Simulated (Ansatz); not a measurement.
Saddle point of Si$_{2}$NH$_{9}$, closed shell (Si₂H₆ ([SiH3][SiH3]) + NH₃ → Si₂NH₇ ([NH2][SiH2][SiH3]) + H₂; bonds formed: Si1–N7, H2–H6; bonds broken: Si1–H2, H6–N7), PBE0-D4/def2-TZVP structure:

```csv
atom,x (Å),y (Å),z (Å)
Si1,-0.6896,-0.1763,-0.4516
H2,1.2081,-0.1528,-0.9462
H3,-0.9022,-0.8604,-1.7486
H4,-2.0930,0.1878,-0.0103
Si5,0.3922,-1.2999,1.2593
H6,0.8725,1.0018,-0.9241
N7,-0.1205,1.5923,-0.7062
H8,1.2855,-0.3024,1.9150
H9,-0.4940,-1.8642,2.3225
H10,1.2110,-2.3959,0.6840
H11,-0.1448,2.1969,0.1087
H12,-0.5254,2.0730,-1.5026
```

Energies are electronic, without zero-point energy. Barriers and step energies count from the start structure reached by relaxing down the imaginary mode; all methods use the PBE0-D4 structures, on which another method's saddle can fall below an end. Ansatz 0.2.0; basis: def2-TZVPP, with def2-QZVPP for the basis limit; cores frozen in the correlated methods. B3LYP uses VWN-RPA correlation. Extrapolation: Hartree–Fock as exp(−7.88 √X), correlation as X^−2.97.

```json
{"method": "SPW92", "barrier (kJ/mol)": "117.1", "step energy (kJ/mol)": "-5.3"}
{"method": "PBE-D4", "barrier (kJ/mol)": "150.2", "step energy (kJ/mol)": "-7.2"}
{"method": "BLYP-D4", "barrier (kJ/mol)": "167.7", "step energy (kJ/mol)": "-12.5"}
{"method": "r2SCAN-D4", "barrier (kJ/mol)": "162.2", "step energy (kJ/mol)": "-11.0"}
{"method": "B97M-V", "barrier (kJ/mol)": "167.9", "step energy (kJ/mol)": "-5.0"}
{"method": "PBE0-D4", "barrier (kJ/mol)": "?", "step energy (kJ/mol)": "-6.7"}
{"method": "B3LYP-D4", "barrier (kJ/mol)": "177.1", "step energy (kJ/mol)": "-11.2"}
{"method": "r2SCAN0-D4", "barrier (kJ/mol)": "170.4", "step energy (kJ/mol)": "-9.8"}
{"method": "BHLYP-D4", "barrier (kJ/mol)": "193.2", "step energy (kJ/mol)": "-10.3"}
{"method": "CAM-B3LYP-D4", "barrier (kJ/mol)": "181.6", "step energy (kJ/mol)": "-10.9"}
{"method": "wB97X-V", "barrier (kJ/mol)": "183.5", "step energy (kJ/mol)": "-9.0"}
{"method": "wB97M-V", "barrier (kJ/mol)": "177.7", "step energy (kJ/mol)": "-9.4"}
{"method": "B2PLYP", "barrier (kJ/mol)": "188.0", "step energy (kJ/mol)": "-10.0"}
{"method": "PBE-QIDH", "barrier (kJ/mol)": "?", "step energy (kJ/mol)": "-8.8"}
{"method": "RPA on PBE", "barrier (kJ/mol)": "192.1", "step energy (kJ/mol)": "-6.4"}
{"method": "HF", "barrier (kJ/mol)": "243.1", "step energy (kJ/mol)": "-4.4"}
{"method": "MP2", "barrier (kJ/mol)": "?", "step energy (kJ/mol)": "-15.1"}
{"method": "CCSD", "barrier (kJ/mol)": "198.1", "step energy (kJ/mol)": "-6.2"}
{"method": "CCSD(T)", "barrier (kJ/mol)": "188.9", "step energy (kJ/mol)": "-7.9"}
```

Fill in the withheld barriers. (To be estimated.)

Computed: MP2 183.4; PBE0-D4 162.9; PBE-QIDH 177.0 kJ/mol. Each is the energy of the saddle less that of the start structure, by the same method.

For comparison, the barrier by CCSD(T) at an estimated basis limit (MP2 extrapolated from triple and quadruple zeta, plus CCSD(T) − MP2 in triple zeta) is 184.7 kJ/mol.

No T1 diagnostic of these runs exceeds 0.013.

Labels in which every atom is bracketed show which atoms are joined, not bond orders.

For scale, one of the runs: CCSD(T)/def2-TZVPP, 241 basis functions (an equivalent command: `ansatz run in.yaml --threads 4`). The run took 110 s on 4 CPU threads (shared host), with 4.3 GiB of host memory at its peak.
